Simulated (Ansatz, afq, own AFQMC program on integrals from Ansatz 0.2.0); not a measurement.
AFQMC on a folder of integrals that Ansatz 0.2.0 wrote.

```yaml
crystal:
  periodic: [false, false, false]
  atoms:
    - {symbol: Si, position_ang: [0.000000, -0.035961, 1.165412]}
    - {symbol: Al, position_ang: [0.000000, -0.011793, -1.224879]}
    - {symbol: H, position_ang: [0.000000, 1.317723, 0.315431]}
basis:
  gaussian: {orbitals: cc-pVDZ}
total_charge: 1
magnetization: {spin_polarized: true, initial_magnetization: 1}
correlation: {method: ccsd_t, electrons: outside_noble_gas, hamiltonian_folder: ham}
```

```sh
$ ansatz run in.yaml --threads 1 --pin off --events-out ev --progress --plain --max-ram 24576MiB --backend cuda --devices 0, --max-vram 18GiB
```

Options of the walk:

```
--method phaseless --trial hf --walkers 4000 --populations 20 --least-time 40 --time-step 0.005 --steps-per-block 20 --equilibration-blocks 112 --max-blocks 4000 --target-error 0.0008 --factor-cut 1e-05 --start spin_pure --seed 3878 --taylor-order 6
```

Times are imaginary, in 1/Eh. The walk had a cap of 49 s. With eight or more populations the least sampling time is a fifth of least-time, and the error comes from their spread.

Output of the walk:

```
orbitals 31  electrons 4 3  factors 228 of 411
reference energy -531.09147251 Eh
CCSD correlation -0.14355429 Eh in 15 cycles, weight of the determinant in the CISD state 0.7803
energy of the start -531.097753 Eh
 block  time / (1/Eh)  mean weight  energy / Eh
     1     0.100  1.0004  -531.115089
     2     0.200  1.0005  -531.129755
     3     0.300  1.0006  -531.142315
     4     0.400  1.0006  -531.153084
     5     0.500  1.0006  -531.161907
     8     0.800  1.0005  -531.183507
    13     1.300  1.0003  -531.205355
    25     2.500  1.0001  -531.229882
    37     3.700  1.0002  -531.240228
    49     4.900  1.0000  -531.241069
    61     6.100  1.0000  -531.241183
    73     7.300  1.0001  -531.240693
    85     8.500  0.9998  -531.242557
    97     9.700  1.0000  -531.251131
   109    10.900  1.0002  -531.243846
   121    12.100  1.0000  -531.243446
   133    13.300  0.9998  -531.240721
   145    14.500  1.0002  -531.242434
   157    15.700  1.0003  -531.246409
   169    16.900  1.0001  -531.240222
   181    18.100  0.9999  -531.241519
   189    18.900  1.0001  -531.240555
error from the spread of 20 populations
energy -531.242517 +/- 0.000787 Eh
(rows thinned)
```

The run passed its tests (sampling time, drift between the halves within three errors, error under three times the target), which doesn't prove that it has relaxed.

Against this walk (error 21.4 meV) on the same determinant: CCSD(T) 9.9 meV higher (within the noise), CCSDT(Q) 63.0 meV lower, CCSDTQ 62.6 meV lower, full CI 63.1 meV lower, a separate phaseless walk with a CISD trial and standard settings 29.2 ± 21.7 meV lower (within the noise). The error is statistical and leaves out the bias of the constraint. The determinant has ⟨S²⟩ = 1.11, so the low cluster orders mix in higher spin, while the walk starts as a pure doublet. The determinant is a poor start (see the cautions), so the low cluster orders aren't to be relied on, and full CI is the sure value.

Cautions: constraint bias not in the error; the search met a lower determinant of the same kind, perhaps of another symmetry (130 meV lower); strong correlation (T1 0.081, weight of the determinant 0.78, largest double 0.12); unrestricted determinant spin contaminated (⟨S²⟩ 1.11 against 0.75).

The walk took 15 s on 1 × NVIDIA H100 80GB HBM3 with 2 threads of AMD EPYC 7R13 Processor (Zen 3), on a shared host (the card was shared). The log's last line is the phaseless energy.

CCSDT and higher add their correlation energy to the determinant of the CCSD(T) run, since their own runs factorise the integrals more tightly (a shift of under 2 meV). A walk keeps the symmetry of its determinant, which the program's search chose and which needn't be the lowest solution, so a lower state of the same spin and another symmetry isn't excluded.
